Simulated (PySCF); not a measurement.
## Oxygen: a sound run and one with changed settings

Sound run: O [He] 2s2 2p4, O⁺ [He] 2s2 2p3. Computed with PySCF 2.14 in aug-cc-pVDZ (4s3p2d, 23 functions), with the non-relativistic Hamiltonian (point nucleus). In the sound run the correlated levels freeze 1s2. The sound run starts from symmetry-adapted Hartree-Fock orbitals and uses a fine grid where one is needed.

Changed run: all electrons correlated in a basis built for the valence shell.

| species | method | sound run (hartree) | changed run (hartree) | converged |
| --- | --- | --- | --- | --- |
| O | MP2 | -74.90697 | -74.90883 | yes |
| O | CCSD(T) | -74.92565 | -74.92737 | yes |
| O⁺ | MP2 | -74.42573 | -74.42743 | yes |
| O⁺ | CCSD(T) | -74.44248 | -74.44406 | yes |

Ionisation energy of O:

```json
{"method": "UHF", "sound run (eV)": "12.057", "changed run (eV)": "12.057"}
{"method": "MP2", "sound run (eV)": "13.095", "changed run (eV)": "13.100"}
{"method": "SCS-MP2", "sound run (eV)": "13.115", "changed run (eV)": "13.116"}
{"method": "CCSD", "sound run (eV)": "13.120", "changed run (eV)": "13.123"}
{"method": "CCSD(T)", "sound run (eV)": "13.148", "changed run (eV)": "13.152"}
```

A valence basis has no tight correlating functions, so it recovers only part of the core correlation, and not evenly between atom and ion.

For comparison, NIST gives 13.618 eV between the lowest levels.
